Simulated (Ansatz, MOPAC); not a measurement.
# Ladder of methods for the bulk modulus of diamond

Reference value: 455 GPa (measured, 0 K value with the zero-point phonon effect removed; as tabulated in Mejia-Rodriguez and Trickey (2018), arXiv:1807.09216).

```tsv
level (code)	value (GPa)	cell (Å³/atom)
PM6 semi-empirical Hartree-Fock (MOPAC) (MOPAC)	734	5.80
LDA (Ansatz)	468	5.51
PBE (Ansatz)	…	5.70
HSE06 (Ansatz)	470	5.57
```

Problem. Some entries are withheld; supply them.

Solution. 
- PBE (Ansatz, a first-principles code), value (GPa): 433

Errors against the reference: PM6 semi-empirical Hartree-Fock (MOPAC) +61 %, LDA +2.9 %, PBE -4.8 %, HSE06 +3.3 %.

Nearest, and too close to rank with a margin of 1.7 % (twice that across the reference) picked here for doubts on the reference and the settings: LDA (+2.9 %), HSE06 (+3.3 %), PBE (-4.8 %). PM6 semi-empirical Hartree-Fock (MOPAC) (+61 %) lies farthest from it. Within 5 %: LDA, PBE, HSE06. Of the first-principles levels, DFT without exact exchange (LDA, PBE) would do here.

PM6 semi-empirical Hartree-Fock (MOPAC): the method was fitted mainly to molecules. PM6 semi-empirical Hartree-Fock (MOPAC): the run uses a supercell at the zone centre in place of a k mesh. Each level is taken at its own relaxed cell. Cutoffs and k meshes differ between the levels. Ansatz's density-functional and Hartree–Fock values are scalar-relativistic unless marked +SOC, with PAW data made under PBE.

Differences are worked out from the printed values.
